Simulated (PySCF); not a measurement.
# Static response to an electric field

1,3,4-oxdiazole, C2H2N2O.
SMILES with atom numbers: `[cH:1]1[n:2][n:3][cH:4][o:5]1` (hydrogens: H6 on C1; H7 on C4)

Structure used (GFN2-xTB), in Å, numbered top down from 1:
```
atom  x, y, z in Å
C1    -1.0440    0.1099    0.0480
N2    -0.6276   -1.0399    0.4516
N3     0.7139   -1.0315    0.3285
C4     1.0354    0.1228   -0.1433
O5    -0.0367    0.9063   -0.3474
H6    -2.0553    0.4560    0.0046
H7     2.0176    0.4813   -0.3692
```

Level: CAM-B3LYP/def2-SVPD (PySCF), static field, nuclei fixed, core orbitals frozen in the response. The polarisability tensor in these axes (au):

```
x   44.73 -0.37 -1.64
y   -0.37 36.72 -4.53
z   -1.64 -4.53 26.71
```

Give the principal values, the mean and the anisotropy Δα = √{½[(α1 − α2)² + (α2 − α3)² + (α1 − α3)²]}.

Principal values 24.83, 38.45 and 44.87 au; mean 36.05 au = 5.34 Å³ = 5.94 × 10⁻⁴⁰ C²·m²/J; Δα = 17.73 au (49 % of the mean).

What is the dipole moment, and where does it point?

(-0.12, 3.00, -1.14) D, 3.21 D in size, pointing from the negative to the positive side. Measured along this direction, the outermost atoms are N3 and N2 at the negative end and O5 at the positive end.

Orientational against electronic polarisability at 273 K (dilute gas, rigid molecules)?

In Gaussian units μ²/3kT = 90.99 Å³ against 5.34 Å³, a ratio of 17.03; the Debye molar polarisation (4π/3)N_A(α + μ²/3kT) is 243.0 cm³/mol, leaving out the vibrational part.

What depolarisation ratio follows for Rayleigh scattering of linearly polarised light, taking the static tensor?

ρ = 3Δα²/(45ᾱ² + 4Δα²) = 942.9/(58489 + 1257.2) = 0.0158.

In TDDFT the mean static polarisability is Σ f/ω² over all singlet excitations (ω in hartree). How much of it do the 8 lowest give? Their energies (eV) and oscillator strengths: 5.79, 0.0000; 6.81, 0.0150; 7.03, 0.1520; 7.52, 0.0001; 7.97, 0.0214; 8.11, 0.0255; 8.13, 0.0000; 8.54, 0.0000.

They add up to 3.05 au, 8.5 % of the 36.05 au; the largest single term is 2.28 au, from the state at 7.03 eV. Terms in order: 0.00, 0.24, 2.28, 0.00, 0.25, 0.29, 0.00, 0.00 au. Higher excitations give the rest. The strengths listed sum to 0.214.

What would n − 1 = 2πNα be for an ideal gas of these molecules at 273.15 K and 1 atm, electronic part alone?

N = p/kT = 2.6868 × 10¹⁹ cm⁻³, so n − 1 = 2π × N × 5.34 × 10⁻²⁴ cm³ = 902 × 10⁻⁶ at long wavelengths, for an ideal gas.

Isolated species at its GFN2-xTB geometry, gas phase.
